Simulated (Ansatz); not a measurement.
# BSiH₃ (singlet): from Hartree-Fock to the top rungs, cc-pVTZ

One table from this session's results is given with a row withheld; the runs are named, their logs left out.

Method: cc-pVTZ, core rule «outside noble gas», up to 6 orbitals frozen; program: Ansatz 0.2.0, Gaussian basis.

Plan: UHF; CCSD(T) on RHF; BCCD(T) on RHF; CCSDT(Q) on RHF; CASSCF and NEVPT2, 10 electrons in 11 orbitals.

3 further runs of the same task are left out: 3 set aside as unsound or not needed.

### The geometry

The geometry is a PBE0/def2-TZVP stationary point (not a proven minimum).

5 atoms, charge 0, spin multiplicity 1.

Atoms are counted from 1 here; the program's logs count them from 0.

Bond lengths: Si1–B2 1.818 Å, Si1–H3 1.714 Å, Si1–H4 1.714 Å, B2–H3 1.316 Å, B2–H4 1.316 Å, B2–H5 1.184 Å. Angles: B2–Si1–H3 43.6°, B2–Si1–H4 43.6°, H3–Si1–H4 66.6°, Si1–B2–H3 64.0°, Si1–B2–H4 64.0°, Si1–B2–H5 178.0°, H3–B2–H4 91.3°, H3–B2–H5 117.3°, H4–B2–H5 117.3°, Si1–H3–B2 72.4°, Si1–H4–B2 72.4°.

Geometry (Å):

```
Si    0.0091    0.0000    0.6016
B     0.0825    0.0000   -1.2150
H    -0.6559   -0.9412   -0.6669
H    -0.6559    0.9412   -0.6669
H     0.1724    0.0000   -2.3958
```

The first run:

Input file in.yaml:

```yaml
crystal:
  periodic: [false, false, false]
  atoms:
    - {symbol: Si, position_ang: [0.009145, 0.000000, 0.601555]}
    - {symbol: B, position_ang: [0.082475, 0.000000, -1.215039]}
    - {symbol: H, position_ang: [-0.655933, -0.941243, -0.666868]}
    - {symbol: H, position_ang: [-0.655935, 0.941242, -0.666868]}
    - {symbol: H, position_ang: [0.172446, 0.000000, -2.395826]}
basis:
  gaussian: {orbitals: cc-pVTZ}
magnetization: {spin_polarized: true, initial_magnetization: 0}
hamiltonian: {xc: hf}
output: {orbitals: {seedname: orbitals}}
```

Started as:

```bash
$ ansatz run in.yaml --threads 1 --pin off --events-out ev --progress --plain --max-ram 2816MiB --backend cpu
```

Among the steps run: UHF; CCSD(T) on RHF; BCCD(T) on RHF; CCSDT(Q) on RHF; CASSCF and NEVPT2, 10 electrons in 11 orbitals.

One of the session's tables, all rows but one given; the rest of the session is left out.

It belongs to the step «Misses and costs». 

```
        method  from RCCSDT(Q) (kJ/mol)
           RHF                   +721.5
          RMP2                   +116.2
         RCCSD                    +37.4
      RCCSD(T)                        ?
       BCCD(T)                     +4.6
        RCCSDT                     +1.9
     RCCSDT(Q)                        0
CASSCF valence                   +448.4
NEVPT2 valence                   +102.2
```

**Question.** Estimate the row for RCCSD(T).

The run gave: from RCCSDT(Q) (kJ/mol): +4.8. In the column «from RCCSDT(Q) (kJ/mol)» it lies between BCCD(T) (+4.6) and RCCSD (+37.4).

With the free atoms at the same levels and basis (separate runs), the atomisation energy is 14.405 eV at RCCSDT(Q), 14.389 eV at RCCSD(T), 10.844 eV at RHF.
